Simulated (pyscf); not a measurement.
A first-order saddle from PySCF, ωB97X-D3(BJ)/def2-SVP:

```xyz
11

Ge    -2.8967     1.1713     0.1582
O     -1.2927     0.1472     0.7050
Ge     0.3116    -0.0786    -0.1088
H     -4.2681     0.5281     0.3988
H     -2.5260     0.8277    -1.3228
H     -2.8539     2.7063     0.2212
H      1.2822    -0.4848     1.0038
H      0.1381    -1.1820    -1.1549
H      0.7083     1.2573    -0.7493
H     -2.5640     1.1478     2.0412
H     -1.6672     0.5608     1.6868
```
Charge 0, spin multiplicity 1.

Surface: singlet, charge 0. Lowest wavenumbers (cm⁻¹): 1323i, 51, 55, 124, 239.

Task: What reaction is this the transition state of?

Result: H₃Ge–O–GeH₃ (SMILES [GeH3][O][GeH3]) + H₂ (SMILES [H][H]) ⇌ GeH₄ (SMILES [GeH4]) + HO–GeH₃ (SMILES [OH][GeH3]), a four-centre exchange read from left to right: Ge–O, H–H broken and Ge–H, H–O formed. At ωB97M-D3(BJ)/def2-TZVP it lies +1.93 eV from the left side and +1.86 eV from the right (each side as separated species at their lowest minima found). This is the saddle that the search found; another between the same sides may lie lower. Elements up to Kr have no core potential and no relativistic terms here.
